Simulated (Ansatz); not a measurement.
**C3H2Cl+: one structure at several levels**

A test off equilibrium: a structure displaced at random from a GFN2-xTB minimum is computed at several levels, and each is set against CCSD(T).

The runs use Ansatz 0.2.0, Gaussian basis; single points in def2-TZVPP.

Cores are frozen in the correlated methods.

**1. Starting geometry**

SMILES `Clc1c[cH+]1`, 6 atoms, charge 1, spin multiplicity 1.

Atoms are counted from 1 here; the program's logs count them from 0.

Bond lengths: Cl1–C2 1.752 Å, C2–C3 1.449 Å, C2–C4 1.347 Å, C3–C4 1.453 Å, C3–H5 1.053 Å, C4–H6 1.213 Å. Angles: Cl1–C2–C3 150.6°, Cl1–C2–C4 141.1°, C3–C2–C4 62.5°, C2–C3–C4 55.3°, C2–C3–H5 141.3°, C4–C3–H5 152.1°, C2–C4–C3 62.2°, C2–C4–H6 155.6°, C3–C4–H6 142.1°.

As a file:

```
Cl   -1.8430    0.2764    1.6007
C    -0.4234    0.1097    0.5867
C     0.5549   -0.7185   -0.0881
C     0.1083    0.5817   -0.5577
H     1.3064   -1.4294    0.1086
H     0.2280    1.3576   -1.4820
```

**2. CCSD(T)/def2-TZVPP**

run/in.yaml reads:

```yaml
crystal:
  periodic: [false, false, false]
  atoms:
    - {symbol: Cl, position_ang: [-1.843000, 0.276400, 1.600700]}
    - {symbol: C, position_ang: [-0.423400, 0.109700, 0.586700]}
    - {symbol: C, position_ang: [0.554900, -0.718500, -0.088100]}
    - {symbol: C, position_ang: [0.108300, 0.581700, -0.557700]}
    - {symbol: H, position_ang: [1.306400, -1.429400, 0.108600]}
    - {symbol: H, position_ang: [0.228000, 1.357600, -1.482000]}
basis:
  gaussian: {orbitals: def2-TZVPP}
total_charge: 1
correlation: {method: ccsd_t}
output: {forces: true}
```

The command line of these runs was not kept.

**3. PBE0-D4/def2-TZVPP**

Edit run/in.yaml of step 2 so:

```diff
@@ -12,3 +12,3 @@
 total_charge: 1
-correlation: {method: ccsd_t}
-output: {forces: true}
+hamiltonian: {xc: pbe0, dispersion: d4}
+output: {forces: true, orbitals: {seedname: orbitals}}
```

**4. wB97M-V/def2-TZVPP**

Edit run/in.yaml of step 3 so:

```diff
@@ -12,3 +12,3 @@
 total_charge: 1
-hamiltonian: {xc: pbe0, dispersion: d4}
-output: {forces: true, orbitals: {seedname: orbitals}}
+hamiltonian: {xc: {name: wB97M-V}}
+output: {forces: true}
```

**5. r2SCAN-D4/def2-TZVPP**

Edit run/in.yaml of step 4 so:

```diff
@@ -12,3 +12,3 @@
 total_charge: 1
-hamiltonian: {xc: {name: wB97M-V}}
+hamiltonian: {xc: r2scan, dispersion: d4}
 output: {forces: true}
```

**6. PBE-D4/def2-TZVPP**

Edit run/in.yaml of step 5 so:

```diff
@@ -12,3 +12,3 @@
 total_charge: 1
-hamiltonian: {xc: r2scan, dispersion: d4}
+hamiltonian: {xc: pbe, dispersion: d4}
 output: {forces: true}
```

**7. wB97X-V/def2-TZVPP**

Edit run/in.yaml of step 6 so:

```diff
@@ -12,3 +12,3 @@
 total_charge: 1
-hamiltonian: {xc: pbe, dispersion: d4}
+hamiltonian: {xc: {name: wB97X-V}}
 output: {forces: true}
```

**8. r2SCAN0-D4/def2-TZVPP**

Edit run/in.yaml of step 7 so:

```diff
@@ -12,3 +12,3 @@
 total_charge: 1
-hamiltonian: {xc: {name: wB97X-V}}
+hamiltonian: {xc: {name: r2SCAN0}, dispersion: d4}
 output: {forces: true}
```

(Steps that only read results are left out.)

Q: Predict the outcome of this session. Wanted: energy less free atoms, CCSD(T)/def2-TZVPP; RMS force component; RMS force error; HOMO and LUMO, PBE0-D4; T1 diagnostic.

The runs gave:

| quantity | value |
| --- | --- |
| energy less free atoms, CCSD(T)/def2-TZVPP | -16.141 eV |
| RMS force component | 2.118 to 2.334 eV/Å over the methods |
| RMS force error | PBE0-D4 0.345, wB97M-V 0.340, r2SCAN-D4 0.235, PBE-D4 0.146, wB97X-V 0.362, r2SCAN0-D4 0.454 eV/Å |
| HOMO and LUMO, PBE0-D4 | -14.92 and -8.70 eV |
| T1 diagnostic | 0.015 |

What this shows: Against CCSD(T) the functionals' energies less atoms differ by -2.232 to -0.391 eV, PBE-D4 by -2.232 eV. A larger basis would deepen the CCSD(T) value, while the functionals are nearly converged already, so the order here is not reliable. The forces of PBE-D4 come nearest to CCSD(T), those of r2SCAN0-D4 are farthest. Frozen-core CCSD(T) forces in triple zeta carry basis errors of their own, and this is one geometry, so small gaps rank nothing.
